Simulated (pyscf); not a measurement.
Structures and frequencies: ωB97X-D3(BJ)/def2-SVPD in PySCF.

**Question.** Estimate the classical barrier height and the reaction energy of `[CH3][Cl]` + `[Br-]` → `[Cl-]` + `[CH3][Br]` at PBE0-D3(BJ)/def2-TZVPD. The step runs on the singlet surface, breaks C–Cl and forms Br–C; take the separated reactants as zero.

**Answer.** ΔE‡ = 16.1 kJ/mol, ΔE = +35.9 kJ/mol. CCSD(T)/def2-TZVPPD + ΔMP2(QZVPPD) gives 24.1 kJ/mol and +31.4 kJ/mol. Zero-point energy shifts the barrier by -2.2 kJ/mol. It is a substitution at C, with an imaginary mode of 440i cm⁻¹. On the reactant side the descent ends in a bound adduct, 39.5 kJ/mol under the separated species and 70.7 kJ/mol under the saddle at ωB97X-D3(BJ)/def2-TZVPD. On the product side the descent ends in a bound adduct, 44.8 kJ/mol under the separated species and 43.6 kJ/mol under the saddle at ωB97X-D3(BJ)/def2-TZVPD. At PBE0-D3(BJ) the saddle lies under the separated products, which points to a path from their complex (located at ωB97X-D3(BJ) alone), and parting the products costs more than the saddle. This is the saddle that the search found; another between the same sides may lie lower. The angle at the attacked C is 180°. The CCSD(T) − MP2 part came from Ansatz, without density fitting, on the same reference. The frozen core leaves the outer d or s,p core shells of the metals and heavy elements correlated in the MP2 and CC values, and def2-TZVPP describes them poorly, which can shift differences by a few kcal/mol. Elements up to Kr have no core potential and no relativistic terms here.
